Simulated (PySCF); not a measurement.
B3LYP has the VWN-RPA correlation part, as in Gaussian. 

```xyz
4

C      0.0000     0.0000    -0.0001
H      1.0684    -0.2543    -0.0039
H     -0.7544    -0.7981     0.0007
H     -0.3140     1.0524     0.0032
```

Charge 0, multiplicity 2.

Question: Give the Mulliken and meta-Löwdin atomic charges from B3LYP-D3(BJ)/def2-TZVP // PBE-D3(BJ)/def2-SVP (PySCF 2.14.0).

Answer: 
```csv
atom,Mulliken (e),meta-Löwdin (e)
C1,-0.38,-0.38
H2,0.13,0.13
H3,0.13,0.13
H4,0.13,0.13
```
